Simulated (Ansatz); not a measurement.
**SiO+ (quartet): the correlation ladder at distance Si1–O2 = 2.083 Å, 6-31G**

How much of the correlation energy of SiO+ (quartet) does each wave-function method recover here?

Computed with Ansatz 0.2.0, Gaussian basis. Level: 6-31G, core rule «outside noble gas», up to 6 orbitals frozen.

The runs, in order: UHF; CCSD(T) on ROHF; CCSD(T) on UHF; BCCD(T) on ROHF; CISD; CCSDT(Q) on ROHF; CCSDT(Q) on UHF; CISDTQ; CCSDTQ on ROHF; CCSDTQ on UHF; CASSCF and MRCISD+Q, 5 electrons in 5 orbitals; CASSCF and NEVPT2, 5 electrons in 5 orbitals; CASSCF and MRCISD+Q, 9 electrons in 8 orbitals; CASSCF and NEVPT2, 9 electrons in 8 orbitals; Full CI; Full CI in the symmetry of the determinant.

19 further runs of the same task are left out: 12 that didn't finish, 7 set aside as unsound or not needed.

## (1) What is computed

The geometry derives from a PBE0/def2-TZVP stationary point (not a proven minimum). One bond is set to the value named and the two fragments are kept rigid.

2 atoms, charge 1, spin multiplicity 4.

Atoms are counted from 1 here; the program's logs count them from 0.

No contacts short enough for the rule that draws bonds.

## (2) UHF

File in.yaml:

```yaml
crystal:
  periodic: [false, false, false]
  atoms:
    - {symbol: Si, position_ang: [0.000000, 0.000000, 0.000000]}
    - {symbol: O, position_ang: [0.000000, 0.000000, 2.083000]}
basis:
  gaussian: {orbitals: 6-31G}
total_charge: 1
magnetization: {spin_polarized: true, initial_magnetization: 3}
hamiltonian: {xc: hf}
output: {orbitals: {seedname: orbitals}}
```

On the command line:

```
$ ansatz run in.yaml --threads 1 --pin off --events-out ev --progress --plain --max-ram 2393MiB
```

The runs that follow: CCSD(T) on ROHF; CCSD(T) on UHF; BCCD(T) on ROHF; CISD; CCSDT(Q) on ROHF; CCSDT(Q) on UHF; CISDTQ; CCSDTQ on ROHF; CCSDTQ on UHF; CASSCF and MRCISD+Q, 5 electrons in 5 orbitals; CASSCF and NEVPT2, 5 electrons in 5 orbitals; CASSCF and MRCISD+Q, 9 electrons in 8 orbitals; CASSCF and NEVPT2, 9 electrons in 8 orbitals; Full CI; Full CI in the symmetry of the determinant.

Q: Predict the results of all the runs planned. Wanted: FCI below the RHF energy; UMP2 from FCI; UCCSD(T) from FCI; UCCSDT(Q) from FCI; T1 diagnostic; effectively unpaired electrons.

As calculated:

| quantity | value |
| --- | --- |
| FCI below the RHF energy | -2.6944 eV |
| UMP2 from FCI | +650.2 meV |
| UCCSD(T) from FCI | +48.3 meV |
| UCCSDT(Q) from FCI | +37.2 meV |
| levels within 1 kcal/mol (43 meV) | UCCSDT, UCCSDT(Q), UCCSDTQ |
| T1 diagnostic | 0.019 |
| effectively unpaired electrons | 3.44 |

**Reading.** UCCSD(T) lands +48.3 meV from the yardstick (1.8 % of the correlation energy). The occupations show some static correlation. The lowest state has another symmetry than the determinant, whose own symmetry lies 0.04 eV higher, so single-reference misses include that gap. These misses are within one basis, not against nature; the frozen cores of restricted and unrestricted runs differ, which can shift their rows.
